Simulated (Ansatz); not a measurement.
**PH⁻, doublet: the ladder up to UCCSDT(Q)**

Geometry: that of the PH, singlet, kept fixed.

```xyz
2

P     0.0000    0.0000    0.0000
H     0.0000    0.0000    1.4274
```

Basis aug-cc-pVDZ; Ansatz 0.2.0. Correlated methods freeze the noble-gas cores, which leaves 7 electrons in 31 orbitals. Prefix R: restricted or restricted open-shell reference; prefix U: unrestricted. Active spaces: valence = (7e, 5o) chosen from the atoms' valence shells.

Full CI isn't at hand for all of this; UCCSDT(Q) serves as the reference, and is uncertain by the last step of the cluster series or more. The frozen core follows each run's orbitals, which can shift R against U totals by a few meV.

For open shells CISD is restricted-active-space CI with the open shells as a complete middle space.

- UHF ⟨S²⟩: 0.768
- T1 diagnostic (RCCSD): 0.0200
- largest doubles amplitude (RCCSD): 0.065
- T1 diagnostic (UCCSD): 0.0157

```json
{"level": "UHF", "E − E(RHF) (eV)": "-0.1120"}
{"level": "RMP2", "E − E(RHF) (eV)": "-3.3392"}
{"level": "UMP2", "E − E(RHF) (eV)": "-3.3208"}
{"level": "RCCSD", "E − E(RHF) (eV)": "-3.9308"}
{"level": "UCCSD", "E − E(RHF) (eV)": "-3.9344"}
{"level": "RCCSD(T)", "E − E(RHF) (eV)": "-4.0646"}
{"level": "UCCSD(T)", "E − E(RHF) (eV)": "-4.0644"}
```

(1) Estimate how far UCCSDT(Q) in aug-cc-pVDZ lies from RCCSD(T). The table doesn't fix it; the size of (T) and the diagnostics are the guide.

(1) UCCSDT(Q) in aug-cc-pVDZ lies 32 meV below RCCSD(T), which is 24 % of the (T) step (-134 meV). The diagnostics are small and one determinant leads, so the series closes fast and only a small part of (T) is left.

The other levels:

```json
{"level": "CISD", "E − E(UCCSDT(Q)) (meV)": "361", "share of correlation (%)": "91.18", "wall time": "0.93 s"}
{"level": "BCCD(T)", "E − E(UCCSDT(Q)) (meV)": "32", "share of correlation (%)": "99.22", "wall time": "1.2 s"}
{"level": "RCCSDT", "E − E(UCCSDT(Q)) (meV)": "8", "share of correlation (%)": "99.79", "wall time": "–"}
{"level": "UCCSDT", "E − E(UCCSDT(Q)) (meV)": "8", "share of correlation (%)": "99.80", "wall time": "–"}
{"level": "RCCSDT(Q)", "E − E(UCCSDT(Q)) (meV)": "0", "share of correlation (%)": "99.99", "wall time": "6 s"}
{"level": "CASSCF (valence space)", "E − E(UCCSDT(Q)) (meV)": "3644", "share of correlation (%)": "11.04", "wall time": "–"}
{"level": "NEVPT2 (valence space)", "E − E(UCCSDT(Q)) (meV)": "1013", "share of correlation (%)": "75.28", "wall time": "0.48 s"}
{"level": "MRCISD (valence space)", "E − E(UCCSDT(Q)) (meV)": "301", "share of correlation (%)": "92.66", "wall time": "–"}
{"level": "MRCISD+Q (valence space)", "E − E(UCCSDT(Q)) (meV)": "16", "share of correlation (%)": "99.60", "wall time": "0.78 s"}
{"level": "MRCISD+Q(relaxed) (valence space)", "E − E(UCCSDT(Q)) (meV)": "8", "share of correlation (%)": "99.81", "wall time": "0.84 s"}
```

The correlation energy at UCCSDT(Q), counted from RHF, is -4.096 eV. That run took 7.5 s on 1 thread of Arm Neoverse V1, shared host.

Times hold each run's SCF and search for its determinant on a shared host, so for small cases they say little of a method's own cost; they ran on 1 thread of Arm Neoverse V1.

Natural occupations of CASSCF (valence space) about the gap: 2.000 1.997 1.976 1.000 0.027; effectively unpaired electrons, Σ n²(2−n)², 1.01.
